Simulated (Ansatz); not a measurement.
**C₂HFO₂: basis-set convergence**

One table from this session's results is given with a row withheld; the runs are named, their logs left out.

Method: one geometry, several basis sets; program: Ansatz 0.2.0, Gaussian basis.

The runs, in order: PBE0-D4/def2-SVP; ωB97M-V/def2-SVP; PBE0-D4/def2-QZVPP; ωB97M-V/def2-QZVPP; the functionals' def2-TZVPP values are taken from earlier runs.

## The geometry

The geometry comes from an earlier relaxation with PBE0-D4 in a triple-zeta def2 set; it is a stationary point.

6 atoms, charge 0, spin multiplicity 1.

Atoms are counted from 1 here; the program's logs count them from 0.

Bond lengths: O1–C2 1.178 Å, C2–O3 1.338 Å, C2–C4 1.443 Å, O3–C4 1.463 Å, C4–F5 1.331 Å, C4–H6 1.086 Å. Angles: O1–C2–O3 138.9°, O1–C2–C4 157.7°, O3–C2–C4 63.4°, C2–O3–C4 61.8°, C2–C4–O3 54.8°, C2–C4–F5 120.5°, C2–C4–H6 125.4°, O3–C4–F5 114.3°, O3–C4–H6 114.7°, F5–C4–H6 112.2°.

Set-up of the first run:

Input file in.yaml:

```yaml
crystal:
  periodic: [false, false, false]
  atoms:
    - {symbol: O, position_ang: [-0.635221, -1.919214, 0.071682]}
    - {symbol: C, position_ang: [-0.117123, -0.862431, 0.028330]}
    - {symbol: O, position_ang: [1.094416, -0.341020, -0.198810]}
    - {symbol: C, position_ang: [-0.014315, 0.576284, 0.067382]}
    - {symbol: F, position_ang: [-0.383997, 1.307764, -0.981212]}
    - {symbol: H, position_ang: [0.098439, 1.174517, 0.966528]}
basis:
  gaussian: {orbitals: def2-SVP}
hamiltonian: {xc: pbe0, dispersion: d4}
output: {orbitals: {seedname: orbitals}}
```

Launch:

```
ansatz run in.yaml --threads 2 --pin off --events-out ev --progress --plain --max-ram 4352MiB
```

Steps of the session up to this table: PBE0-D4 in def2-SVP; ωB97M-V in def2-SVP; PBE0-D4 in def2-QZVPP; ωB97M-V in def2-QZVPP.

One table of the session follows, with a row left open; its other results are not shown here.

It belongs to the step «Functionals by basis». 

```
functional       basis  HOMO (eV)
   PBE0-D4    def2-SVP      -8.47
   PBE0-D4  def2-TZVPP      -8.60
   PBE0-D4  def2-QZVPP      -8.64
   ωB97M-V    def2-SVP     -10.81
   ωB97M-V  def2-TZVPP          ?
   ωB97M-V  def2-QZVPP     -11.00
```

Q: Estimate the row for ωB97M-V, def2-TZVPP from the others.

As computed: HOMO (eV): -10.96. In the column «HOMO (eV)» it lies between ωB97M-V, def2-QZVPP (-11.00) and ωB97M-V, def2-SVP (-10.81).
